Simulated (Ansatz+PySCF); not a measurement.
Results of a calculation; reference values are marked as such.
# Several solutions for doublet N2(+)

```xyz
2

N     0.0000    0.0000   -1.6644
N     0.0000    0.0000    1.6644
```

Basis set: 6-31G (spherical functions). Charge 1, multiplicity 2.

ROHF was run from several starts with Ansatz (development build ahead of 0.2.0) and PySCF 2.14.0.

```
run  program                                 start  converged  energy (hartree)  <S²>
  A   Ansatz               stability test followed        yes        -108.00637  0.75
  B   Ansatz               atomic start, no search        yes        -108.00610  0.75
  C    PySCF                      program defaults        yes        -107.63074  0.75
  D    PySCF    guess atom, instabilities followed        yes        -108.00638  0.75
  E    PySCF      guess 1e, instabilities followed        yes        -108.00638  0.75
  F    PySCF   guess minao, instabilities followed        yes        -108.00638  0.75
  G    PySCF  guess huckel, instabilities followed        yes        -108.00638  0.75
  H   Ansatz           search for the lowest state        yes        -108.00637  0.75
```

(1) Which runs reached the lowest solution of this kind, and what is wrong with the others?

## Answers

(1) A, B, D, E, F, G, H reached the lowest solution found or ended within 0.01 eV of it (a small difference can mark another solution nearby). Converged but too high: C by 10.22 eV. Convergence only shows a stationary point, and even a stable one can lie too high; stability tests and further starts are what find lower ones. Caution: an unrestricted determinant lies well below (6.80 eV lower). Caution: the charge can sit on one fragment and break the point group. Caution: the determinant breaks the point group.
